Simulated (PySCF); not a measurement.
**Bond curve of S₂**

Set-up: S pcseg-1; no relativity (PySCF 2.14). Energies in eV from S + S in their ground configurations at the same level. State: triplet, unpaired electrons π ↑↑.

```json
{"R (Å)": "1.645", "UHF": "-0.184", "revPBE": "-2.391"}
{"R (Å)": "1.722", "UHF": "-1.145", "revPBE": "-3.455"}
{"R (Å)": "1.798", "UHF": "-1.632", "revPBE": "-4.065"}
{"R (Å)": "1.856", "UHF": "-1.772", "revPBE": "-4.308"}
{"R (Å)": "1.913", "UHF": "-1.768", "revPBE": "-4.413"}
{"R (Å)": "1.970", "UHF": "-1.653", "revPBE": "-4.414"}
{"R (Å)": "2.047", "UHF": "-1.376", "revPBE": "-4.298"}
{"R (Å)": "2.143", "UHF": "-0.895", "revPBE": "-4.026"}
{"R (Å)": "2.257", "UHF": "-0.207", "revPBE": "-3.594"}
{"R (Å)": "2.410", "UHF": "0.782", "revPBE": "-2.945"}
```

Question: Put a parabola through the three lowest points of the UHF curve and estimate Re, k and ωe (reduced mass 15.99 u; 1 eV/Å² = 0.16022 mdyn/Å; ωe = 1302.8·√(k/μ) cm⁻¹).

Answer: Through R = 1.798, 1.856, 1.913 Å the second-order coefficient is 21.6 eV/Å², so Re ≈ 1.883 Å, k ≈ 6.92 mdyn/Å and ωe ≈ 857 cm⁻¹. A polynomial fit of higher order to the unrounded UHF energies gives Re = 1.882 Å, k = 6.18 mdyn/Å, ωe = 810 cm⁻¹; anharmonicity and rounding make the difference.

The higher-order fit for each curve: UHF: Re = 1.882 Å, ωe = 810 cm⁻¹, De = 1.79 eV; revPBE: Re = 1.942 Å, ωe = 680 cm⁻¹, De = 4.42 eV.

The state is the lowest determinant that a PBE0 search found; another state may lie lower at other levels.
